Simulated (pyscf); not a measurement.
Thermochemistry of product channels of `[CH3][CH2][SiH3]` + `[H][H]` on the singlet surface, in kcal/mol, from ωB97M-D3(BJ)/def2-TZVP energies (ideal gas, 1 atm, RRHO with modes under 100 cm⁻¹ raised to 100, one conformer, R ln 2 for chiral ones without a mode under 150 cm⁻¹). Optimised with ωB97X-D3(BJ)/def2-SVP in PySCF.

```tsv
products	ΔE	ΔH(298 K)	ΔG(298 K)	ΔG(600 K)
`[CH4]` + `[CH3][SiH3]`	-19.4	-16.3	-17.2	-17.8
`[CH3][CH3]` + `[SiH4]`	___	-4.8	-5.2	-4.9
```

### Question
Complete the blanks.

### Answer

- `[CH3][CH3]` + `[SiH4]`, ΔE: -7.8

These are energies of the channels, which say nothing of barriers. H₃C–CH₂–SiH₃ lies 12.8 kcal/mol over its isomer H₃C–SiH₂–CH₃ (electronic energy, ωB97M-D3(BJ)/def2-TZVP).
